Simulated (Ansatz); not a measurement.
# C₃H₃NO: small, medium and large basis sets

The task here is to estimate one member of a computed series from the others.

The runs use Ansatz 0.2.0, Gaussian basis; one geometry, several basis sets.

Levels to be run: PBE0-D4/def2-SVP; ωB97M-V/def2-SVP; PBE0-D4/def2-QZVPP; ωB97M-V/def2-QZVPP; the functionals' def2-TZVPP values are taken from earlier runs.

## Structure used throughout

All runs share one geometry, relaxed beforehand with PBE0-D4 in a triple-zeta def2 set.

SMILES `OC1=CC=N1`, 8 atoms, charge 0, spin multiplicity 1.

Atoms are counted from 1 here; the program's logs count them from 0.

Bond lengths: O1–C2 1.304 Å, O1–H6 0.967 Å, C2–C3 1.343 Å, C2–N5 1.513 Å, C3–C4 1.506 Å, C3–H7 1.075 Å, C4–N5 1.291 Å, C4–H8 1.089 Å. Angles: C2–O1–H6 107.9°, O1–C2–C3 139.3°, O1–C2–N5 124.1°, C3–C2–N5 96.7°, C2–C3–C4 81.3°, C2–C3–H7 138.9°, C4–C3–H7 139.8°, C3–C4–N5 99.3°, C3–C4–H8 134.6°, N5–C4–H8 126.1°, C2–N5–C4 82.7°.

Set-up of the first run:

in.yaml

```yaml
crystal:
  periodic: [false, false, false]
  atoms:
    - {symbol: O, position_ang: [-0.096658, 1.893727, -0.126192]}
    - {symbol: C, position_ang: [0.010444, 0.596365, -0.050573]}
    - {symbol: C, position_ang: [0.956525, -0.352689, -0.132231]}
    - {symbol: C, position_ang: [-0.234712, -1.239266, 0.120567]}
    - {symbol: N, position_ang: [-1.153554, -0.336566, 0.200706]}
    - {symbol: H, position_ang: [-1.026415, 2.123438, 0.004083]}
    - {symbol: H, position_ang: [2.016919, -0.428497, -0.293766]}
    - {symbol: H, position_ang: [-0.380349, -2.313714, 0.221608]}
basis:
  gaussian: {orbitals: def2-SVP}
hamiltonian: {xc: pbe0, dispersion: d4}
output: {orbitals: {seedname: orbitals}}
```

On the command line:

```bash
> ansatz run in.yaml --threads 2 --pin off --events-out ev --progress --plain --max-ram 4352MiB
```

Among the steps run: PBE0-D4 in def2-SVP; ωB97M-V in def2-SVP; PBE0-D4 in def2-QZVPP; ωB97M-V in def2-QZVPP.

One of the session's tables, all rows but one given; the rest of the session is left out.

It belongs to the step «Density functionals: the series». 

| functional | basis | HOMO (eV) |
| --- | --- | --- |
| PBE0-D4 | def2-SVP | -5.75 |
| PBE0-D4 | def2-TZVPP | -5.86 |
| PBE0-D4 | def2-QZVPP | -5.90 |
| ωB97M-V | def2-SVP | -7.97 |
| ωB97M-V | def2-TZVPP | ? |
| ωB97M-V | def2-QZVPP | -8.13 |

**Question.** Estimate the row for ωB97M-V, def2-TZVPP.

**Answer.** HOMO (eV): -8.09. In the column «HOMO (eV)» it lies between ωB97M-V, def2-QZVPP (-8.13) and ωB97M-V, def2-SVP (-7.97).
